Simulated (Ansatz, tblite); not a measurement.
**The cluster TlCl2: rung by rung**

The task here is to estimate one member of a computed series from the others.

Program: Ansatz 0.2.0, Gaussian basis. Level of theory: as each input shows. These are calculated values, not measurements.

The runs, in order: GFN1-xTB, GFN2-xTB, PBE-D4/def2-TZVP, r2SCAN-D4/def2-TZVP, B3LYP-D4/def2-TZVP, CAM-B3LYP-D4/def2-TZVP, BLYP-D4/def2-TZVP, LC-ωPBE/def2-TZVP, B2PLYP/def2-TZVP, PBE-D4/def2-SVP, PBE0-D4/def2-SVP, PBE0-D4/def2-TZVPD, PBE-D4/def2-TZVPD, r2SCAN-D4/def2-TZVPD, CCSD(T)/def2-TZVPP, MP2/def2-TZVP, RPA/def2-TZVP, CCSD(T)/def2-TZVPD.

## The relaxed structure

The geometry is that of the doublet, from an earlier relaxation (r2SCAN-D4/def2-TZVP). At that level it is the lowest of the isomers that a small search found.

3 atoms, charge 0, spin multiplicity 2.

Bond lengths: Tl1–Cl2 2.472 Å, Tl1–Cl3 2.472 Å. Angles: Cl2–Tl1–Cl3 128.5°.

Tl takes a core potential in the def2 sets. No spin-orbit coupling is included.

PBE0-D4/def2-TZVP was run before; its log isn't repeated, and its numbers join the tables.

Set-up of the first run:

Tight binding, by tblite at 300 K electronic temperature and without a spin-polarisation term:

```python
tblite.interface.Calculator('GFN1-xTB', numbers, positions, charge=0, uhf=1).singlepoint()
```

Tight binding, by tblite at 300 K electronic temperature and without a spin-polarisation term:

```python
tblite.interface.Calculator('GFN2-xTB', numbers, positions, charge=0, uhf=1).singlepoint()
```

start.molden holds the orbitals of an earlier run on this state, given as this run's starting guess.

in.yaml reads:

```yaml
crystal:
  periodic: [false, false, false]
  atoms:
    - {symbol: Tl, position_ang: [0.174118, 0.577809, 0.385317]}
    - {symbol: Cl, position_ang: [2.045746, -0.541057, -0.778414]}
    - {symbol: Cl, position_ang: [-2.219863, -0.036752, 0.393097]}
basis:
  gaussian: {orbitals: def2-TZVP, initial_orbitals: start.molden}
magnetization: {spin_polarized: true, initial_magnetization: 1}
hamiltonian: {xc: pbe, dispersion: d4}
scf: {omitted_lower_state_checks: [starts]}
output: {orbitals: {seedname: orbitals}}
```

Launch:

```bash
> ansatz run in.yaml --threads 4 --pin off --events-out ev --progress --plain --max-ram 3916MiB
```

Among the steps run: PBE-D4/def2-TZVP; r2SCAN-D4/def2-TZVP; B3LYP-D4/def2-TZVP; CAM-B3LYP-D4/def2-TZVP; BLYP-D4/def2-TZVP; LC-ωPBE/def2-TZVP; B2PLYP/def2-TZVP; PBE-D4/def2-SVP; PBE0-D4/def2-SVP; PBE0-D4/def2-TZVPD; PBE-D4/def2-TZVPD; r2SCAN-D4/def2-TZVPD; CCSD(T)/def2-TZVPP; MP2/def2-TZVP; RPA/def2-TZVP; CCSD(T)/def2-TZVPD.

One table of the session follows, with a row left open; its other results are not shown here.

It belongs to the step «Levels side by side». 

```
                 level  HOMO (eV)  LUMO (eV)  gap (eV)
       PBE-D4/def2-SVP      -6.26      -5.64      0.62
      PBE-D4/def2-TZVP      -6.46      -5.83      0.63
     PBE-D4/def2-TZVPD      -6.52      -5.89      0.63
     BLYP-D4/def2-TZVP      -6.31      -5.74      0.57
   r2SCAN-D4/def2-TZVP      -6.83      -5.76      1.08
  r2SCAN-D4/def2-TZVPD      -6.87      -5.79      1.08
    B3LYP-D4/def2-TZVP      -7.34      -5.35      1.99
      PBE0-D4/def2-SVP      -7.38      -4.94      2.44
     PBE0-D4/def2-TZVP      -7.54      -5.10      2.45
    PBE0-D4/def2-TZVPD      -7.58      -5.14      2.44
CAM-B3LYP-D4/def2-TZVP      -8.74      -4.22      4.53
     LC-ωPBE/def2-TZVP          ?          ?         ?
```

**Question.** Estimate the row for LC-ωPBE/def2-TZVP.

**Answer.** HOMO (eV): -9.94; LUMO (eV): -3.06; gap (eV): 6.89. In the column «HOMO (eV)» it is the lowest.
